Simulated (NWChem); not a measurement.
# Correlation energy of H2Si (+1)

```xyz
3

Si     0.0000     0.0000     0.0947
H      1.3103     0.0000    -0.6631
H     -1.3103     0.0000    -0.6631
```
Charge +1, spin multiplicity 2.

Program: NWChem. All single points use one geometry, from UPBE/def2-SVP, a minimum by its harmonic frequencies.

Basis set: cc-pVDZ. Each correlation energy counts from its own Hartree-Fock reference.

The correlated methods keep 5 core orbitals frozen. This spin state was chosen for the runs; another may lie lower. The structure started from a generated list of species. The unpaired electrons of the parent sit in orbitals of symmetry a1 (C2v labels of the run); other states weren't searched. The stability of the SCF solutions was not checked. Open-shell Hartree-Fock references start from PBE0 orbitals. Coupled-cluster values serve here as a point of comparison, not as the truth.

**Question.** Order these methods by the correlation energy they give, lowest first: URI-MP2, SCS-UMP2, CCSD on UHF, CCSD[T] on UHF.

**Answer.** CCSD[T] on UHF (-84.4 mHa), CCSD on UHF (-83.0 mHa), SCS-UMP2 (-69.4 mHa), URI-MP2 (-61.6 mHa)
